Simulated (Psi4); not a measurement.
# BH3O (SMILES BO): HF/def2-TZVP (sweep point 3)

What is the vertical ionisation energy of BH3O at HF/def2-TZVP (sweep point 3)? 

The results are computed with Psi4 1.11.

**1. Starting point**

BH3O: 5 atoms, total charge 0, spin state singlet. As SMILES, `BO`. Geometry: relaxed at PBE0-D4/def2-TZVP.

Bond lengths: B1–O2 1.348 Å, B1–H3 1.196 Å, B1–H4 1.202 Å, O2–H5 0.961 Å. Angles: B1–O2–H5 113.5°, O2–B1–H3 116.8°, O2–B1–H4 120.7°, H3–B1–H4 122.5°.

**2. The energy at HF/def2-TZVP (sweep point 3)**

The input, job.py:

```python
import psi4

psi4.set_memory('1600 MB')
psi4.set_num_threads(1)
psi4.set_output_file('bh3o.out', False)

geom = psi4.geometry("""
0 1
B     -0.226600    -0.352800     0.074700
O      0.413500     0.801800     0.345900
H     -0.820300    -0.865500     0.977800
H     -0.190600    -0.828900    -1.028100
H      0.874000     1.171800    -0.411700
symmetry c1
""")

options = {'basis': 'def2-TZVP', 'puream': True, 'scf_type': 'pk'}
psi4.set_options(options)

energy_value = psi4.energy('hf')
print(f'hf energy: {energy_value:.10f} Eh')
for k, v in sorted(psi4.core.scalar_variables().items()):
    print(f'{k:45s} {v:18.10f}')
```

Started as:

```bash
python job.py
```

bh3o.out:

```text
[...]
  Running in c1 symmetry.
[...]
  Nuclear repulsion =   30.404687954616726
[...]
  Multiplicity = 1
[...]
  Nalpha       = 8
  Nbeta        = 8
[...]
    Number of basis functions: 80
[...]
   @RHF iter   1:  -101.30482123922860   -8.22908e-01   5.13295e-03 ADIIS/DIIS
[...]
   @RHF iter   8:  -101.37101867587522   -1.36032e-08   2.91084e-07 DIIS
[...]
    Orbital Energies [Eh]
    ---------------------
    Doubly Occupied:
       1A    -20.581749     2A     -7.622123     3A     -1.377009
       4A     -0.771528     5A     -0.650956     6A     -0.577441
       7A     -0.545694     8A     -0.463632
[...]
  @RHF Final Energy:  -101.37101867587522
   => Energetics <=
    Nuclear Repulsion Energy =             30.4046879546167261
    One-Electron Energy =                -198.3711531215782315
    Two-Electron Energy =                  66.5954464910862924
    Total Energy =                       -101.3710186758752201
[...]
 Multipole Moments:
 ------------------------------------------------------------------------------------
     Multipole            Electronic (a.u.)      Nuclear  (a.u.)        Total (a.u.)
 ------------------------------------------------------------------------------------
 L = 1.  Multiply by 2.5417464519 to convert [e a0] to [Debye]
 Dipole X            :          0.4002666           -0.1573340            0.2429326
 Dipole Y            :          0.7820211           -0.6718001            0.1102210
 Dipole Z            :          0.2924627           -0.8681921           -0.5757294
 Magnitude           :                                                    0.6345307
[...]
```

Standard output:

```text
hf energy: -101.3710186759 Eh
CURRENT ENERGY                                   -101.3710186759
CURRENT REFERENCE ENERGY                         -101.3710186759
DD SOLVATION ENERGY                                 0.0000000000
HF KINETIC ENERGY                                 101.2832010694
HF POTENTIAL ENERGY                              -202.6542197453
HF TOTAL ENERGY                                  -101.3710186759
HF VIRIAL RATIO                                     2.0008670501
NUCLEAR REPULSION ENERGY                           30.4046879546
ONE-ELECTRON ENERGY                              -198.3711531216
PCM POLARIZATION ENERGY                             0.0000000000
PE ENERGY                                           0.0000000000
SCF ITERATION ENERGY                             -101.3710186759
SCF ITERATIONS                                      8.0000000000
SCF TOTAL ENERGY                                 -101.3710186759
TWO-ELECTRON ENERGY                                66.5954464911
```

It took 2.6 s on 1 thread of Intel Xeon Platinum 8259CL at 2.50GHz (Skylake/Cascade Lake), shared host; peak memory 0.27 GiB.

**3. The doublet cation, same level**

The input, job.py:

```python
import psi4

psi4.set_memory('1600 MB')
psi4.set_num_threads(1)
psi4.set_output_file('output.dat', False)

mol = psi4.geometry("""
1 2
B     -0.226600    -0.352800     0.074700
O      0.413500     0.801800     0.345900
H     -0.820300    -0.865500     0.977800
H     -0.190600    -0.828900    -1.028100
H      0.874000     1.171800    -0.411700
symmetry c1
""")

psi4.set_options({
    'basis': 'def2-TZVP',
    'reference': 'uhf',
    'puream': True,
    'scf_type': 'pk',
    'maxiter': 150,
})

e = psi4.energy('hf')
print('E =', round(e, 9))
```

Started as:

```bash
python job.py
```

output.dat:

```text
[...]
  Running in c1 symmetry.
[...]
  Nuclear repulsion =   30.404687954616726
[...]
  Multiplicity = 2
[...]
  Nalpha       = 8
  Nbeta        = 7
[...]
    Number of basis functions: 80
[...]
   @UHF iter   1:  -100.86705494047098   -3.85142e-01   4.76718e-03 DIIS/ADIIS
[...]
   @UHF iter  11:  -100.94379836876453   -8.93937e-08   9.15052e-07 DIIS
[...]
   @S^2 Observed:                7.817562274E-01
[...]
    Orbital Energies [Eh]
    ---------------------
    Alpha Occupied:
       1A    -20.901236     2A     -7.983792     3A     -1.688669
       4A     -1.100388     5A     -1.019878     6A     -0.934405
       7A     -0.859197     8A     -0.846948
    Alpha Virtual:
       9A     -0.164882    10A     -0.089535    11A     -0.053872
      12A     -0.026923    13A     -0.005459    14A      0.027233
      15A      0.036391    16A      0.068491    17A      0.216363
      18A      0.222368    19A      0.274799    20A      0.304088
      21A      0.337972    22A      0.394023    23A      0.415252
      24A      0.428822    25A      0.490423    26A      0.578138
[...]
  @UHF Final Energy:  -100.94379836876453
   => Energetics <=
    Nuclear Repulsion Energy =             30.4046879546167261
    One-Electron Energy =                -193.2267749656029423
    Two-Electron Energy =                  61.8782886422216976
    Total Energy =                       -100.9437983687645328
  UHF NO Occupations:
  HONO-2 :    6  A 1.9965739
  HONO-1 :    7  A 1.9878368
[...]
 Multipole Moments:
 ------------------------------------------------------------------------------------
     Multipole            Electronic (a.u.)      Nuclear  (a.u.)        Total (a.u.)
 ------------------------------------------------------------------------------------
 L = 1.  Multiply by 2.5417464519 to convert [e a0] to [Debye]
 Dipole X            :         -0.2286045           -0.1573340           -0.3859384
 Dipole Y            :         -0.3774673           -0.6718001           -1.0492674
 Dipole Z            :         -0.0255639           -0.8681921           -0.8937560
 Magnitude           :                                                    1.4313316
[...]
```

On the terminal:

```text
E = -100.943798369
```

It took 3 s on 1 thread of Intel Xeon Platinum 8259CL at 2.50GHz (Skylake/Cascade Lake), shared host; peak memory 0.27 GiB.

**4. What came out**

Level: HF/def2-TZVP (sweep point 3).

```
                                          quantity          value
                        singlet BH3O: total energy  -101.37102 Eh
                       singlet BH3O: dipole moment         1.61 D
                         singlet BH3O: HOMO energy      -12.62 eV
                         singlet BH3O: LUMO energy        2.75 eV
                       singlet BH3O: HOMO–LUMO gap       15.36 eV
                      doublet cation: total energy  -100.94380 Eh
doublet cation: HOMO energy (highest over α and β)      -22.46 eV
 doublet cation: LUMO energy (lowest over α and β)      -10.69 eV
                              doublet cation: ⟨S²⟩          0.782
vertical ionisation energy (to the doublet cation)      11.625 eV
```

What this shows: Removing an electron at fixed nuclei costs 11.63 eV (1122 kJ/mol). −ε(HOMO) before ionisation, 12.62 eV, is 0.99 eV above this ionisation energy.
